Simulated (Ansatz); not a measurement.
`[SiH3]S` → H₂S + `[SiH2]` at 700 K and 1 bar (silylene loss).

Calculated with Ansatz (gas phase, PBE0-D4/def2-TZVP geometries, no zero-point term in ΔE). CCSD(T)/CBS is the MP2 limit (def2-TZVPP, def2-QZVPP) plus CCSD(T) − MP2 in def2-TZVPP, frozen cores. This one scheme is used for every species.

```csv
species,CCSD(T)/CBS energy (Eh),H − E (kJ/mol),S (J/(mol·K))
`[SiH3]S`,-689.27336,135.5,340.5
H₂S,-398.97279,64.8,236.9
`[SiH2]`,-290.19011,56.3,240.4
```

H − E and S are ideal-gas, rigid-rotor, harmonic terms from PBE0-D4/def2-TZVP. 1 Eh = 2625.50 kJ/mol, R = 8.31446 J/(mol·K).

Task: By hand: ΔE, ΔH, ΔS and ΔG.

Result: ΔE = (-398.97279) + (-290.19011) − (-689.27336) = 0.11046 Eh = 290.0 kJ/mol. Δ(H − E) = 64.8 + 56.3 − 135.5 = -14.4, so ΔH = 275.6 kJ/mol. ΔS = 236.9 + 240.4 − 340.5 = 136.8 J/(mol·K). ΔG = 275.6 − 700 × (136.8)/1000 = 179.8 kJ/mol.

Task: By hand: the equilibrium constant, and the temperature at which ΔG would vanish if ΔH and ΔS stayed fixed.

Result: log₁₀ K = −ΔG/(RT ln 10) = -13.4. ΔG = 0 at ΔH/ΔS = 2015 K.

The number of gas molecules changes by +1, which sets the sign of ΔS. A doubt of 5 kJ/mol in ΔE shifts log₁₀ K by 0.4 here. These are equilibria of isolated gas molecules and say nothing of rates. Largest T1 diagnostic: 0.014 (customary marks: 0.02 for closed shells, 0.045 for open ones).
